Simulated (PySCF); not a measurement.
# BH4O−: NMR shifts at several levels of theory

How much do the NMR shifts of BH4O− (`[BH3-]O`) depend on the level of theory, and what does each level cost?

The runs use PySCF 2.14.0, with density-fitted response routines of our own; the level of theory stands in each step. All values are computed, except where a source is named. Atoms count from 0, in the outputs and in this text.

## 1. The starting structure

6 atoms, charge -1, multiplicity 1; geometry from: GFN2-xTB.

Bonds of the start (Å): B0–O1 1.51, B0–H2 1.25, B0–H3 1.22, B0–H4 1.24, O1–H5 0.96.

## 2. Geometry optimisation at PBE0-D3(BJ)/def2-SVP

What the job is given:

```
{"job": {"xc": "PBE0", "basis": "def2-SVP", "d3": "d3bj", "grid": 1, "kind": "geom"}, "charge": -1, "multiplicity": 1}
B     -0.744920     0.217830     0.186780
O      0.638940    -0.231330    -0.203060
H     -0.886200     1.439460    -0.018720
H     -1.546130    -0.407380    -0.484610
H     -0.954970     0.008060     1.394890
H      1.235150     0.298130     0.325720
```

Standard output:

```text
step   0  E = -102.30048663  max force = 0.024048
step   1  E = -102.30188169  max force = 0.008667
step   2  E = -102.30201090  max force = 0.001944
step   3  E = -102.30202284  max force = 0.000304
optimisation converged
```

Wall time 1.6 s (4 threads of Arm Neoverse V1, shared host).

The steps of the relaxation:

```
step  energy from step 0 (eV)  largest force component (eV/Å)
   0                   0.0000                          1.2366
   1                  -0.0380                          0.4457
   2                  -0.0415                          0.1000
   3                  -0.0418                          0.0156
```

Close pairs (by a distance rule), those that changed most:

```
 bond  before (Å)  after (Å)  change (Å)
B0–H3       1.218      1.257      +0.039
B0–H4       1.244      1.275      +0.031
B0–H2       1.247      1.275      +0.028
B0–O1       1.506      1.487      -0.019
O1–H5       0.957      0.960      +0.003
```

The end geometry stands in the next job.

```
                         at the end point                  value
  point group (found at 0.08 Å tolerance)                     Cs
rotational constants (GHz, main isotopes)  101.3, 22.439, 21.693
```

## 3. NMR shieldings: PBE0/pcSseg-2

What the job is given:

```
{"job": {"kind": "nmr", "xc": "PBE0", "basis": "pcSseg-2", "pop": false}, "charge": -1, "multiplicity": 1}
B     -0.712735     0.216653     0.185843
O      0.649731    -0.229877    -0.209923
H     -0.913212     1.458740    -0.020690
H     -1.561397    -0.416484    -0.491916
H     -0.975462     0.003766     1.415317
H      1.254944     0.291973     0.322371
```

With the program's defaults for keys left out, this is: GIAO PBE0/pcSseg-2 NMR shielding, non-relativistic, gas phase.

Standard output:

```text
coarse grid: 4656 points
cycle   1  E = -102.2973254440  dE = -7.473e-02  |g| = 7.680e-01  |ddm| = 1.380e+00
cycle   2  E = -102.0877988922  dE =  2.095e-01  |g| = 1.305e+00  |ddm| = 2.665e+00
cycle   3  E = -102.4329967203  dE = -3.452e-01  |g| = 9.241e-02  |ddm| = 1.997e+00
cycle   4  E = -102.4347864579  dE = -1.790e-03  |g| = 3.821e-02  |ddm| = 9.048e-02
cycle   5  E = -102.4352001601  dE = -4.137e-04  |g| = 4.880e-03  |ddm| = 3.509e-02
cycle   6  E = -102.4352055445  dE = -5.384e-06  |g| = 5.789e-04  |ddm| = 5.776e-03
final grid: 43904 points
cycle   7  E = -102.4339464991  dE = -4.047e-05  |g| = 3.700e-03  |ddm| = 2.306e-02
cycle   8  E = -102.4339448766  dE =  1.622e-06  |g| = 4.670e-03  |ddm| = 3.836e-03
cycle   9  E = -102.4339487501  dE = -3.873e-06  |g| = 6.636e-04  |ddm| = 2.601e-03
cycle  10  E = -102.4339488235  dE = -7.339e-08  |g| = 1.880e-04  |ddm| = 6.673e-04
cycle  11  E = -102.4339488341  dE = -1.064e-08  |g| = 1.527e-05  |ddm| = 2.221e-04
cycle  12  E = -102.4339488342  dE = -6.798e-11  |g| = 2.633e-06  |ddm| = 1.839e-05
converged SCF energy = -102.4339488342

GIAO shielding tensors (ppm)
atom      isotropic    diamagn.    paramagn.     s11        s22        s33       span
  0 B      113.497     180.572     -67.075     93.112     98.018    149.362     56.251
  1 O      324.893     387.981     -63.088    256.784    310.356    407.539    150.755
  2 H       27.949      28.651      -0.703     25.328     26.326     32.192      6.863
  3 H       28.321      28.614      -0.293     26.230     26.713     32.021      5.791
  4 H       27.944      28.637      -0.693     25.336     26.329     32.166      6.830
  5 H       34.247      33.166       1.080     24.888     32.582     45.269     20.381
```

It took 2.3 s on 4 threads of Arm Neoverse V1, shared host.

Shifts follow as δ = σ(reference) − σ, with reference shieldings (ppm) from runs at the same level and on the same kind of geometry: ¹H TMS 31.25, ¹⁷O H2O 328.2, ¹¹B BF3·OEt2 99.1. The references are single molecules in the gas phase, so shifts against H2O, NH3, PH3, H3PO4 or CFCl3 are not on the usual liquid scales and can be off by tens of ppm. Atoms listed in one row are averaged.

```
     atoms                        environment  σ (ppm)  δ (ppm)
H2, H3, H4    hydrogen on a boron bonded to O    28.07     3.17
        H5  hydrogen on an oxygen bonded to B    34.25    -3.00
        B0             boron bonded to O, 3 H    113.5    -14.4
        O1              oxygen bonded to B, H    324.9      3.3
```

## 4. Nuclear shieldings: PBE/pcSseg-2

Settings changed since step 3:

```diff
@@ -1,2 +1,2 @@
-{"job": {"kind": "nmr", "xc": "PBE0", "basis": "pcSseg-2", "pop": false}, "charge": -1, "multiplicity": 1}
+{"job": {"kind": "nmr", "xc": "PBE", "basis": "pcSseg-2", "pop": false}, "charge": -1, "multiplicity": 1}
 B     -0.712735     0.216653     0.185843
```

Level: GIAO PBE/pcSseg-2 NMR shielding, non-relativistic, gas phase.

Standard output:

```text
coarse grid: 4656 points
cycle   1  E = -102.2360287055  dE = -2.691e-03  |g| = 8.997e-01  |ddm| = 1.407e+00
cycle   2  E = -101.2006756169  dE =  1.035e+00  |g| = 2.297e+00  |ddm| = 1.077e+01
cycle   3  E = -102.4181963822  dE = -1.218e+00  |g| = 1.895e-01  |ddm| = 1.029e+01
cycle   4  E = -102.4224074975  dE = -4.211e-03  |g| = 1.463e-01  |ddm| = 2.519e-01
cycle   5  E = -102.4283572430  dE = -5.950e-03  |g| = 1.837e-02  |ddm| = 1.427e-01
cycle   6  E = -102.4284511688  dE = -9.393e-05  |g| = 3.674e-03  |ddm| = 2.207e-02
cycle   7  E = -102.4284539531  dE = -2.784e-06  |g| = 5.871e-04  |ddm| = 3.578e-03
final grid: 43904 points
cycle   8  E = -102.4270236372  dE = -6.644e-05  |g| = 4.546e-03  |ddm| = 3.403e-02
cycle   9  E = -102.4270167908  dE =  6.846e-06  |g| = 7.533e-03  |ddm| = 7.471e-03
cycle  10  E = -102.4270270000  dE = -1.021e-05  |g| = 1.296e-03  |ddm| = 5.308e-03
cycle  11  E = -102.4270272794  dE = -2.794e-07  |g| = 3.953e-04  |ddm| = 1.525e-03
cycle  12  E = -102.4270273281  dE = -4.875e-08  |g| = 4.578e-05  |ddm| = 5.682e-04
cycle  13  E = -102.4270273288  dE = -7.113e-10  |g| = 1.053e-05  |ddm| = 7.261e-05
converged SCF energy = -102.4270273288

GIAO shielding tensors (ppm)
atom      isotropic    diamagn.    paramagn.     s11        s22        s33       span
  0 B      107.805     181.583     -73.778     85.394     91.039    146.983     61.589
  1 O      316.356     387.945     -71.588    247.515    300.406    401.148    153.634
  2 H       27.522      28.584      -1.062     24.787     25.772     32.006      7.218
  3 H       28.009      28.589      -0.581     25.602     26.575     31.849      6.247
  4 H       27.517      28.569      -1.053     24.801     25.769     31.980      7.178
  5 H       34.388      33.298       1.090     25.136     33.330     44.698     19.562
```

It took 2.5 s on 4 threads of Arm Neoverse V1, shared host.

Key values: δ B0 -15.1, O1 11.5, H2 3.50, H5 -3.21 ppm (means over like atoms).

## 5. Nuclear shieldings: wB97X-D/pcSseg-2

Settings changed since step 4:

```diff
@@ -1,2 +1,2 @@
-{"job": {"kind": "nmr", "xc": "PBE", "basis": "pcSseg-2", "pop": false}, "charge": -1, "multiplicity": 1}
+{"job": {"kind": "nmr", "xc": "wB97X-D", "basis": "pcSseg-2", "pop": false}, "charge": -1, "multiplicity": 1}
 B     -0.712735     0.216653     0.185843
```

Method: GIAO wB97X-D/pcSseg-2 NMR shielding, non-relativistic, gas phase.

Standard output:

```text
coarse grid: 4656 points
cycle   1  E = -102.4074914176  dE = -1.076e-01  |g| = 7.607e-01  |ddm| = 1.357e+00
cycle   2  E = -102.3755318797  dE =  3.196e-02  |g| = 9.505e-01  |ddm| = 1.238e+00
cycle   3  E = -102.5311627840  dE = -1.556e-01  |g| = 5.153e-02  |ddm| = 6.143e-01
cycle   4  E = -102.5318537828  dE = -6.910e-04  |g| = 1.830e-02  |ddm| = 5.968e-02
cycle   5  E = -102.5319571812  dE = -1.034e-04  |g| = 4.823e-03  |ddm| = 3.361e-02
cycle   6  E = -102.5319652903  dE = -8.109e-06  |g| = 8.256e-04  |ddm| = 1.100e-02
final grid: 43904 points
cycle   7  E = -102.5286635786  dE = -4.108e-05  |g| = 4.287e-03  |ddm| = 1.529e-02
cycle   8  E = -102.5286634988  dE =  7.978e-08  |g| = 4.458e-03  |ddm| = 4.337e-03
cycle   9  E = -102.5286666486  dE = -3.150e-06  |g| = 4.553e-04  |ddm| = 2.021e-03
cycle  10  E = -102.5286666958  dE = -4.725e-08  |g| = 1.352e-04  |ddm| = 5.548e-04
cycle  11  E = -102.5286667025  dE = -6.692e-09  |g| = 2.897e-05  |ddm| = 2.456e-04
cycle  12  E = -102.5286667031  dE = -5.383e-10  |g| = 6.159e-06  |ddm| = 9.877e-05
converged SCF energy = -102.5286667031

GIAO shielding tensors (ppm)
atom      isotropic    diamagn.    paramagn.     s11        s22        s33       span
  0 B      115.128     179.185     -64.057     95.269     99.971    150.144     54.875
  1 O      326.504     387.304     -60.800    258.505    312.701    408.306    149.801
  2 H       28.127      28.669      -0.542     25.528     26.565     32.287      6.759
  3 H       28.476      28.617      -0.141     26.482     26.845     32.101      5.619
  4 H       28.122      28.654      -0.532     25.534     26.570     32.263      6.729
  5 H       34.257      33.074       1.182     24.995     32.429     45.346     20.352
```

It took 2.6 s on 4 threads of Arm Neoverse V1, shared host.

This run: δ B0 -15.2, O1 0.3, H2 3.11, H5 -2.90 ppm (means over like atoms).

## 6. Nuclear shieldings: KT2/pcSseg-2

Settings changed since step 5:

```diff
@@ -1,2 +1,2 @@
-{"job": {"kind": "nmr", "xc": "wB97X-D", "basis": "pcSseg-2", "pop": false}, "charge": -1, "multiplicity": 1}
+{"job": {"kind": "nmr", "xc": "KT2", "basis": "pcSseg-2", "pop": false}, "charge": -1, "multiplicity": 1}
 B     -0.712735     0.216653     0.185843
```

Method: GIAO KT2/pcSseg-2 NMR shielding, non-relativistic, gas phase.

Standard output:

```text
coarse grid: 4656 points
cycle   1  E = -103.9003042790  dE =  1.229e-02  |g| = 9.244e-01  |ddm| = 1.381e+00
cycle   2  E = -102.9147609264  dE =  9.855e-01  |g| = 2.240e+00  |ddm| = 9.615e+00
cycle   3  E = -104.0927902674  dE = -1.178e+00  |g| = 1.641e-01  |ddm| = 9.153e+00
cycle   4  E = -104.0959269561  dE = -3.137e-03  |g| = 1.310e-01  |ddm| = 2.272e-01
cycle   5  E = -104.1007192433  dE = -4.792e-03  |g| = 1.876e-02  |ddm| = 1.304e-01
cycle   6  E = -104.1008200438  dE = -1.008e-04  |g| = 3.805e-03  |ddm| = 2.281e-02
cycle   7  E = -104.1008233100  dE = -3.266e-06  |g| = 5.357e-04  |ddm| = 3.663e-03
final grid: 43904 points
cycle   8  E = -104.1081880293  dE = -1.454e-04  |g| = 5.695e-03  |ddm| = 5.563e-02
cycle   9  E = -104.1081795103  dE =  8.519e-06  |g| = 7.417e-03  |ddm| = 1.598e-02
cycle  10  E = -104.1081985749  dE = -1.906e-05  |g| = 7.409e-04  |ddm| = 9.746e-03
cycle  11  E = -104.1081986204  dE = -4.549e-08  |g| = 6.002e-04  |ddm| = 9.848e-04
cycle  12  E = -104.1081986833  dE = -6.284e-08  |g| = 1.265e-04  |ddm| = 4.930e-04
cycle  13  E = -104.1081986863  dE = -3.025e-09  |g| = 1.405e-05  |ddm| = 1.263e-04
cycle  14  E = -104.1081986863  dE = -4.312e-11  |g| = 2.038e-06  |ddm| = 1.593e-05
converged SCF energy = -104.1081986863

GIAO shielding tensors (ppm)
atom      isotropic    diamagn.    paramagn.     s11        s22        s33       span
  0 B      111.683     182.411     -70.728     89.763     94.765    150.522     60.759
  1 O      314.735     386.587     -71.852    244.651    297.942    401.613    156.962
  2 H       27.553      28.495      -0.942     24.851     25.782     32.027      7.176
  3 H       28.058      28.508      -0.451     25.696     26.597     31.879      6.184
  4 H       27.549      28.480      -0.932     24.864     25.781     32.001      7.137
  5 H       34.535      33.265       1.270     25.315     33.567     44.723     19.408
```

Run time: 2.6 s. Hardware: 4 threads of Arm Neoverse V1, shared host.

This run: δ B0 -13.4, O1 9.6, H2 3.46, H5 -3.36 ppm (means over like atoms).

## 7. NMR shieldings: HF/pcSseg-2

Settings changed since step 6:

```diff
@@ -1,2 +1,2 @@
-{"job": {"kind": "nmr", "xc": "KT2", "basis": "pcSseg-2", "pop": false}, "charge": -1, "multiplicity": 1}
+{"job": {"kind": "nmr", "xc": "HF", "basis": "pcSseg-2", "pop": false}, "charge": -1, "multiplicity": 1}
 B     -0.712735     0.216653     0.185843
```

Level: GIAO HF/pcSseg-2 NMR shielding, non-relativistic, gas phase.

Standard output:

```text
final grid: 43904 points
cycle   1  E = -101.8480971553  dE = -1.758e-01  |g| = 5.497e-01  |ddm| = 1.358e+00
cycle   2  E = -101.8953751090  dE = -4.728e-02  |g| = 3.685e-01  |ddm| = 6.351e-01
cycle   3  E = -101.9182831725  dE = -2.291e-02  |g| = 3.817e-02  |ddm| = 1.864e-01
cycle   4  E = -101.9187962802  dE = -5.131e-04  |g| = 8.426e-03  |ddm| = 5.488e-02
cycle   5  E = -101.9188242845  dE = -2.800e-05  |g| = 1.905e-03  |ddm| = 1.495e-02
cycle   6  E = -101.9188260648  dE = -1.780e-06  |g| = 5.569e-04  |ddm| = 3.920e-03
cycle   7  E = -101.9188262489  dE = -1.841e-07  |g| = 1.496e-04  |ddm| = 1.100e-03
cycle   8  E = -101.9188262638  dE = -1.487e-08  |g| = 2.580e-05  |ddm| = 3.936e-04
cycle   9  E = -101.9188262643  dE = -4.738e-10  |g| = 4.915e-06  |ddm| = 8.338e-05
converged SCF energy = -101.9188262643

GIAO shielding tensors (ppm)
atom      isotropic    diamagn.    paramagn.     s11        s22        s33       span
  0 B      124.627     175.630     -51.003    108.391    111.664    153.826     45.435
  1 O      331.037     388.197     -57.159    263.438    318.034    411.640    148.202
  2 H       28.924      28.852       0.073     26.417     27.624     32.732      6.315
  3 H       29.142      28.795       0.347     27.238     27.589     32.600      5.362
  4 H       28.919      28.837       0.082     26.417     27.631     32.708      6.290
  5 H       34.114      33.193       0.921     24.775     31.463     46.103     21.328
```

Run time: 0.9 s. Hardware: 4 threads of Arm Neoverse V1, shared host.

Key values: δ B0 -10.1, O1 -4.7, H2 2.69, H5 -2.43 ppm (means over like atoms).

## 8. Comparing the runs: NMR shifts

Shifts (ppm), means over like atoms, with basis size and wall time:

```
             run    H2     H5     B0    O1  functions   time
   PBE0/pcSseg-2  3.17  -3.00  -14.4   3.3        128  2.3 s
    PBE/pcSseg-2  3.50  -3.21  -15.1  11.5        128  2.5 s
wB97X-D/pcSseg-2  3.11  -2.90  -15.2   0.3        128  2.6 s
    KT2/pcSseg-2  3.46  -3.36  -13.4   9.6        128  2.6 s
     HF/pcSseg-2  2.69  -2.43  -10.1  -4.7        128  0.9 s
```

## 9. What came out

| quantity | value |
| --- | --- |
| point group | Cs |
| rotational constants (main isotopes) | 101.27, 22.44, 21.69 GHz |
| ¹H shifts against TMS (PBE0/pcSseg-2, means over atoms taken as alike) | 3.17, -3.00 ppm |
| ¹¹B shifts against BF3·OEt2 (PBE0/pcSseg-2) | -14.4 ppm |
| ¹⁷O shifts against H2O (PBE0/pcSseg-2) | 3.3 ppm |
| range of the shift of O1 | -4.7 to 11.5 ppm |

**Reading.** Single values in the summary come from the first run of each kind that ended normally (PBE0/pcSseg-2), which need not be the best level. The optimisation took 3 steps and gained 0.042 eV; among the close pairs (by a distance rule), B0–H3 changed most, from 1.218 to 1.257 Å. At PBE0/pcSseg-2: The largest span, 151 ppm, is at O1, where the paramagnetic term is -63 ppm. Across the 5 runs the shift of O1 moves most, between -4.7 (HF/pcSseg-2) and 11.5 ppm (PBE/pcSseg-2).
